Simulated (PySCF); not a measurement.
hydrogen sulfide (H2S), SMILES S. Heavy atoms are numbered as in [SH2:1]. Hydrogens are named by the atom that carries them.

The structure is a stationary point at PBE0-D3(BJ)/def2-TZVPD.

Level of theory: HF/def2-TZVPD (PySCF).

ESP charges are fitted to the potential on shells at 1.4 to 2.0 van der Waals radii. Atomic charges (e), one atom of each kind:

```json
[
 {"atom": "S1 (SH2)", "IAO": "-0.15", "ESP fit": "-0.31"},
 {"atom": "H on S1", "IAO": "0.08", "ESP fit": "0.15"}
]
```
